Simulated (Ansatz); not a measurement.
**A rate constant, worked out**

An elementary step of CH6NSi, doublet (CH₆NSi ([CH2][NH][SiH3]) → CH₆NSi ([NH][CH2][SiH3]); N–Si broken or loosened, C–Si formed or tightened). The start structure is the complex of the reactants, bound by 1.60 eV, and the electronic barrier above it is 1.689 eV by CCSD(T) at an estimated basis limit (MP2 extrapolated from triple and quadruple zeta, plus CCSD(T) − MP2 in triple zeta). Ansatz 0.2.0; basis: def2-TZVPP and def2-QZVPP; cores frozen in the correlated methods; orbitals are unrestricted. Extrapolation: Hartree–Fock as exp(−7.88 √X), correlation as X^−2.97. Harmonic wavenumbers at PBE0-D4/def2-TZVP (Ansatz 0.2.0), in cm⁻¹:

Start: 96, 201, 259, 347, 451, 685, 692, 789, 914, 948, 982, 1094, 1282, 1414, 1498, 2200, 2220, 2243, 3178, 3295, 3644.

Saddle: 165i, 97, 124, 234, 290, 372, 767, 925, 930, 1025, 1058, 1125, 1359, 1456, 1635, 2191, 2234, 2257, 3044, 3139, 3468.

(1) Work out the transition-state-theory rate constant at 300 K from these numbers alone (harmonic vibrations; rotation, path degeneracy and anharmonicity left out), and the Wigner tunnelling factor. Use 1 cm⁻¹ = 1.2398 × 10⁻⁴ eV and k_B = 8.617 × 10⁻⁵ eV/K.

No T1 diagnostic of these runs exceeds 0.034. ⟨S²⟩ of the unrestricted Hartree–Fock references: 0.76 to 0.93 (a pure state has 0.75). The unrestricted reference is spin-contaminated, which hurts MP2 most.

## Answers

(1) Zero-point energies, half the sums: start 28432/2 cm⁻¹ = 1.7626 eV; saddle, real modes only, 27730/2 cm⁻¹ = 1.7190 eV.
Barrier with zero-point energy: 1.689 + 1.7190 − 1.7626 = 1.6454 eV.
k_BT = 0.02585 eV, so the barrier is 63.65 k_BT.
Vibrational partition functions from the zero-point level, ln q = −Σ ln(1 − exp(−hν/k_BT)): start 2.290, saddle 2.725.
k = (k_BT/h) exp(ln q‡ − ln q) exp(−E0/k_BT), with log₁₀(k_BT/h in s⁻¹) = 12.80: log₁₀ k = 12.80 + (0.435 − 63.65)/2.3026 = -14.65, so k ≈ 2 × 10^(-15) s⁻¹.
Wigner factor: 1 + (hν‡/k_BT)²/24 = 1 + (0.79)²/24 = 1.03. A change of 1 kcal/mol (0.043 eV) in the barrier would change k by a factor of 5.4 at this temperature.

Radical steps of this kind take place in plasma deposition and etching.

Labels in which every atom is bracketed show which atoms are joined, not bond orders.

For scale, one of the runs: CCSD(T)/def2-TZVPP, 188 basis functions, launched by `ansatz run in.yaml --threads 4 --pin off --events-out ev --progress --plain --max-ram 9574MiB`. Hardware: 4 CPU threads of an AMD EPYC, shared host. Wall time 2.8 min; peak host memory 4.9 GiB.
